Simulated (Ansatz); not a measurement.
**CaO**

```
CELL_PARAMETERS angstrom
0.00000 2.41527 2.41527
2.41527 0.00000 2.41527
2.41527 2.41527 0.00000
ATOMIC_POSITIONS crystal
Ca 0.00000 0.00000 0.00000
O 0.50000 0.50000 0.50000
```

Atom numbers follow the list: Ca1, O2.

Conventional cell: a = 4.831 Å, b = 4.831 Å, c = 4.831 Å, α = 90.00°, β = 90.00°, γ = 90.00°. Ca (atom 1) has 6 O at 2.42 Å as nearest neighbours. O (atom 2) has 6 Ca at 2.42 Å as nearest neighbours.

The cell was built from the rocksalt type and relaxed in the same program, and has space group Fm-3m; it needn't be a known or the stable phase.

Levels of theory: DFT, PBE, all-electron LAPW, scalar-relativistic (Ansatz 0.2.0); DFT, PBE, PAW with Ansatz's default frozen-core files, scalar-relativistic (Ansatz 0.2.0).

For LAPW: a Γ-centred 12×12×12 k mesh, Fermi–Dirac smearing of 0.05 eV, basis error target 0.5 meV/atom, no spin polarisation. PAW takes a cutoff of 420 eV at this cell. The Ansatz runs share mesh, smearing and spin set-up. Values come from LAPW unless marked.

| Quantity | Value |
| --- | --- |
| Bader charges (from the PAW run) | Ca1 +1.48, O2 -1.48 e |
| Pressure at this cell | 0.02 GPa |
| Volume per atom | 14.09 Å³ |

**Question.** Give the computed value. Band gap.

**Answer.** 3.66 eV, indirect from Γ to X (0.5, 0, 0.5).

**Question.** Löwdin charges (with 0.31 e of the cell spilling out of the atomic basis, so their sizes and signs hang on that basis): what does the calculation give?

**Answer.** Ca1 1.64, O2 -1.33 e.

**Question.** Predict this quantity. Smallest direct gap on the path.

**Answer.** 4.03 eV.
